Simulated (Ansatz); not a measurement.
Ansatz (a program for electronic structure) input (HF/aug-cc-pVTZ):

Ansatz 0.2 input:
```yaml
crystal:
  periodic: [false, false, false]
  atoms:
    - {symbol: C, position_ang: [-0.00233672, -0.01320033, 0.40656095]}
    - {symbol: C, position_ang: [0.00434316, -0.80707826, -0.83785496]}
    - {symbol: C, position_ang: [0.00558042, 0.70710030, -0.90415124]}
    - {symbol: C, position_ang: [-0.00965178, 0.02786477, 1.68743715]}
    - {symbol: H, position_ang: [-0.90729426, -1.32815147, -1.10616783]}
    - {symbol: H, position_ang: [0.91840434, -1.32918531, -1.09570815]}
    - {symbol: H, position_ang: [0.92166364, 1.20832260, -1.19218898]}
    - {symbol: H, position_ang: [-0.90657413, 1.20935788, -1.20266321]}
    - {symbol: H, position_ang: [-0.01381006, 0.75153746, 2.48477683]}
basis:
  gaussian:
    orbitals: aug-cc-pVTZ
hamiltonian:
  xc: hf
magnetization: {spin_polarized: true, initial_magnetization: 1}
```

Output:

```
Functional definition: HF
integrals: 0.19 GiB planned
1300 factors; their error is unknown
mean field: 1.75 GiB planned
mean field evaluation 1: about -4194.8442 eV, gradient 2.4e1 eV
mean field evaluation 2: about -4197.7887 eV, gradient 1.1e1 eV
mean field evaluation 4: about -4198.5878 eV, gradient 1.6e0 eV
mean field evaluation 8: about -4198.6879 eV, gradient 4.6e-1 eV
mean field evaluation 16: about -4198.7408 eV, gradient 5.0e-5 eV
mean field -4198.74080516 eV, -154.3008785808 hartree, gradient 2.5e-5 eV, S^2 0.917918; 0 other end points of the search recorded, 0 dependent functions left out
reference -4198.74080516 eV, -154.3008785808 hartree; 15, 14 occupied and 284, 285 virtual orbitals, 1300 factors
Total energy: -4198.74080516 eV, -154.3008785808 hartree
```

It need not be the lowest isomer of its formula.

The determinant is spin-contaminated: <S^2> is 0.92 against 0.75 for a pure state.
